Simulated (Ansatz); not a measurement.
System: rock-salt MnSe. Method: LDA (Ansatz, a first-principles code, plane waves, PAW).

Settings: plane-wave cutoff 500 eV, 12×12×12 k mesh, Fermi–Dirac smearing 0.05 eV, spin-polarised start, scalar-relativistic PAW data made under PBE.

Computed at the level's own relaxed cell.

Problem. What does this level give for the volume per atom and lattice constant a?

Solution. 
volume per atom: 16.75 Å³/atom
lattice constant a: 5.117 Å

The run finds no gap.

Note: the magnetic order was assumed, not searched for or taken from measurement; the relaxation could not lower the start's symmetry, so the cell can be a saddle point above a distorted one; the volume lies 17 % below that of the published cell.

The computed numbers hold no vibrational or temperature effects.
